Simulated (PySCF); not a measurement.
# Basis-set dependence of population analyses: `C#C/C=C\CCl`

Species: C5H5Cl.
Numbering: `[CH:1]#[C:2]/[CH:3]=[CH:4]\[CH2:5][Cl:6]` (hydrogens: H7 on C1; H8 on C3; H9 on C4; H10, H11 on C5)

PBE0 throughout (PySCF), one geometry, spherical d and f functions. Isolated species at its PBE0-D3(BJ)/def2-SVP geometry (one conformer only). The first 7 of 10 kinds of atom are listed.

Mulliken charges (e):

| basis | functions | C1 | C2 | C3 | C4 | C5 | Cl6 | H7 |
| --- | --- | --- | --- | --- | --- | --- | --- | --- |
| pcSseg-0 | 68 | -0.287 | -0.131 | -0.154 | -0.162 | -0.657 | -0.042 | +0.287 |
| cc-pVDZ | 113 | -0.411 | +0.407 | -0.097 | -0.013 | -0.074 | -0.129 | +0.015 |
| aug-cc-pVDZ | 187 | +0.596 | -0.256 | +0.954 | +0.813 | -0.239 | -0.095 | -0.573 |
| cc-pVTZ | 254 | -0.221 | +0.040 | -0.126 | -0.121 | -0.103 | -0.158 | +0.153 |
| IGLO-III | 269 | -0.151 | -0.092 | -0.090 | -0.044 | -0.319 | -0.017 | +0.158 |

IAO charges (e):

```csv
basis,functions,C1,C2,C3,C4,C5,Cl6,H7
pcSseg-0,68,-0.204,-0.037,-0.158,-0.122,-0.273,-0.103,+0.198
cc-pVDZ,113,-0.222,-0.032,-0.160,-0.118,-0.239,-0.111,+0.205
aug-cc-pVDZ,187,-0.232,-0.031,-0.163,-0.121,-0.240,-0.117,+0.210
cc-pVTZ,254,-0.232,-0.031,-0.164,-0.120,-0.246,-0.112,+0.210
IGLO-III,269,-0.234,-0.030,-0.166,-0.120,-0.249,-0.107,+0.210
```

Hirshfeld charges (e):

| basis | functions | C1 | C2 | C3 | C4 | C5 | Cl6 | H7 |
| --- | --- | --- | --- | --- | --- | --- | --- | --- |
| pcSseg-0 | 68 | -0.096 | -0.044 | -0.023 | -0.029 | -0.018 | -0.089 | +0.100 |
| cc-pVDZ | 113 | -0.103 | -0.043 | -0.029 | -0.029 | -0.025 | -0.087 | +0.100 |
| aug-cc-pVDZ | 187 | -0.100 | -0.043 | -0.037 | -0.040 | -0.045 | -0.068 | +0.099 |
| cc-pVTZ | 254 | -0.103 | -0.042 | -0.034 | -0.034 | -0.039 | -0.078 | +0.099 |
| IGLO-III | 269 | -0.101 | -0.043 | -0.038 | -0.040 | -0.047 | -0.056 | +0.098 |

Which scheme is steadiest as the basis changes?

Largest range over the bases for any column: IAO 0.03 e, Hirshfeld 0.03 e, Mulliken 1.11 e. IAO and Hirshfeld charges move least and Mulliken charges most, counted in e.

How much do the charges still move between the two largest bases, cc-pVTZ and IGLO-III?

At most, over all atoms: Mulliken 0.216 e, IAO 0.005 e, Hirshfeld 0.022 e.

What do the same runs give for the total energy, the frontier levels and the dipole moment?

```json
{"basis": "pcSseg-0", "energy (Eh)": "-652.3102", "HOMO (eV)": "-7.42", "LUMO (eV)": "-1.36", "μ (D)": "2.22"}
{"basis": "cc-pVDZ", "energy (Eh)": "-653.2755", "HOMO (eV)": "-7.16", "LUMO (eV)": "-1.22", "μ (D)": "1.81"}
{"basis": "aug-cc-pVDZ", "energy (Eh)": "-653.2873", "HOMO (eV)": "-7.29", "LUMO (eV)": "-1.45", "μ (D)": "1.81"}
{"basis": "cc-pVTZ", "energy (Eh)": "-653.3447", "HOMO (eV)": "-7.25", "LUMO (eV)": "-1.36", "μ (D)": "1.78"}
{"basis": "IGLO-III", "energy (Eh)": "-653.3412", "HOMO (eV)": "-7.26", "LUMO (eV)": "-1.40", "μ (D)": "1.58"}
```

The dipole is fixed by the density alone, so its range of 0.64 D shows that the density itself changes with the basis, not only its division among atoms.
